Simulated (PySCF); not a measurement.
C2H5ClO2S.
Bonds: C1–C2, C2–S3, S3–O4 (double), S3–O5 (double), S3–Cl6. Hydrogens: H7, H8, H9 on C1; H10, H11 on C2.

The same species was optimised twice, with GFN2-xTB and with PBE0-D3(BJ)/def2-SVP (PySCF), and the same property calculations (PySCF, gas phase) were run on both structures.

| coordinate | GFN2-xTB | PBE0-D3(BJ)/def2-SVP | change |
| --- | --- | --- | --- |
| S3–Cl6 (Å) | 2.039 | 2.106 | +0.067 |
| S3=O4 (Å) | 1.426 | 1.447 | +0.021 |
| S3=O5 (Å) | 1.427 | 1.446 | +0.019 |
| C2–S3 (Å) | 1.804 | 1.792 | -0.012 |
| C1–C2 (Å) | 1.504 | 1.510 | +0.006 |
| C1–C2–S3 (°) | 107.1 | 113.7 | +6.6 |
| O4–S3–O5 (°) | 118.8 | 121.9 | +3.1 |
| C2–S3–Cl6 (°) | 101.4 | 99.9 | -1.5 |
| C2–S3–O5 (°) | 110.9 | 109.4 | -1.5 |
| C2–S3–O4 (°) | 110.7 | 109.4 | -1.3 |
| O4–S3–Cl6 (°) | 106.9 | 107.2 | +0.3 |
| O5–S3–Cl6 (°) | 106.6 | 106.7 | +0.1 |
| C1–C2–S3–O4 (°) | -48 | -48 | 0 |

Rotational constants: A = 2843, B = 2393, C = 1795 MHz (GFN2-xTB) against A = 2713, B = 2300, C = 1715 MHz (PBE0-D3(BJ)/def2-SVP). Point groups within 0.08 Å: C1 and C1.

On the GFN2-xTB structure: HOMO (eV) -9.07 [PBE0/pcSseg-1]; LUMO (eV) -1.41 [PBE0/pcSseg-1]; dipole (D) 4.29 [PBE0/pcSseg-1]; GIAO shielding of C1 (ppm) 176.1 [PBE0/pcSseg-1]; GIAO shielding of C2 (ppm) 121.3 [PBE0/pcSseg-1]; GIAO shielding of S3 (ppm) 149.5 [PBE0/pcSseg-1]; GIAO shielding of O4/O5 (mean) (ppm) 31.7 [PBE0/pcSseg-1]; GIAO shielding of Cl6 (ppm) 397.9 [PBE0/pcSseg-1].

What do these properties become on the PBE0-D3(BJ)/def2-SVP structure?

```tsv
property	level	on GFN2-xTB	on PBE0-D3(BJ)/def2-SVP	change
HOMO (eV)	PBE0/pcSseg-1	-9.07	-9.14	-0.07
LUMO (eV)	PBE0/pcSseg-1	-1.41	-1.90	-0.49
dipole (D)	PBE0/pcSseg-1	4.29	4.27	-0.02
energy, GFN2-xTB geometry as zero (kcal/mol)	PBE0/pcSseg-1	0.0	-3.7	-3.7
GIAO shielding of C1 (ppm)	PBE0/pcSseg-1	176.1	174.0	-2.1
GIAO shielding of C2 (ppm)	PBE0/pcSseg-1	121.3	118.7	-2.6
GIAO shielding of S3 (ppm)	PBE0/pcSseg-1	149.5	122.6	-26.9
GIAO shielding of O4/O5 (mean) (ppm)	PBE0/pcSseg-1	31.7	0.7	-31.0
GIAO shielding of Cl6 (ppm)	PBE0/pcSseg-1	397.9	329.2	-68.7
```

The heavy atoms differ by 0.058 Å rms after alignment. Among bonds between heavy atoms S3–Cl6 changes most (+0.067 Å). Changes are differences of the printed values. Neither structure is proved a minimum here.

Shape of the structure used: `[CH3:1][CH2:2][S:3](=[O:4])(=[O:5])[Cl:6]`: C1–C2–S3–O4 -48°.
